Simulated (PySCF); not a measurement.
Simulated outer-valence photoelectron spectrum of `FC1=C(F)CC1`. Computed with EOM-IP-CCSD/aug-cc-pVDZ in PySCF, restricted Hartree–Fock reference, frozen core, non-relativistic, gas phase, PBE0-D3(BJ)/def2-SVP geometry.

Each root has a Gaussian of 0.8 eV full width with its one-hole share as area; cross sections and vibrations are left out, and the highest printed point is 100.

ionisation energy (eV), intensity and a bar:
```
      8.4          0 
      8.6          2 
      8.8          6 ##
      9.0         15 #####
      9.2         29 #########
      9.4         38 ###########
      9.6         36 ###########
      9.8         24 #######
     10.0         11 ###
     10.2          4 #
     10.4          1 
     10.6          0 
     10.8          0 
     11.0          0 
     11.2          0 
     11.4          0 
     11.6          1 
     11.8          4 #
     12.0         12 ####
     12.2         26 ########
     12.4         43 #############
     12.6         57 #################
     12.8         70 #####################
     13.0         85 ##########################
     13.2         99 ##############################
     13.4        100 ##############################
     13.6         79 ########################
     13.8         48 ##############
     14.0         21 ######
     14.2          7 ##
     14.4          1 
     14.6          0 
     14.8          1 
     15.0          4 #
     15.2         11 ###
     15.4         27 ########
     15.6         49 ###############
     15.8         72 ######################
     16.0         89 ###########################
     16.2         90 ###########################
     16.4         71 #####################
     16.6         42 #############
     16.8         18 #####
     17.0          6 ##
     17.2          1 
     17.4          0
```

Task: Where are the maxima, and how many lines lie under the curve?

Result: 3 maxima, at 9.5, 13.3 and 16.1 eV, from 8 lines. At this width some lines have no maximum of their own.

Task: List the lines with their holes.

Result: 
```json
{"E (eV)": "9.46", "leading hole (HF orbital)": "HOMO", "area": "0.96", "Koopmans (eV)": "9.81"}
{"E (eV)": "12.52", "leading hole (HF orbital)": "HOMO-1", "area": "0.96", "Koopmans (eV)": "13.81"}
{"E (eV)": "13.05", "leading hole (HF orbital)": "HOMO-3", "area": "0.95", "Koopmans (eV)": "14.48"}
{"E (eV)": "13.43", "leading hole (HF orbital)": "HOMO-4", "area": "0.96", "Koopmans (eV)": "14.90"}
{"E (eV)": "13.46", "leading hole (HF orbital)": "HOMO-2", "area": "0.96", "Koopmans (eV)": "14.41"}
{"E (eV)": "15.74", "leading hole (HF orbital)": "HOMO-5", "area": "0.94", "Koopmans (eV)": "17.40"}
{"E (eV)": "16.20", "leading hole (HF orbital)": "HOMO-6", "area": "0.94", "Koopmans (eV)": "18.99"}
{"E (eV)": "16.25", "leading hole (HF orbital)": "HOMO-7", "area": "0.93", "Koopmans (eV)": "19.06"}
```

The widest gap, 3.06 eV, lies between 9.46 and 12.52 eV. Only orbitals with −ε under 21 eV, eight at most, were ionised, so the high end of the curve may lack lines.
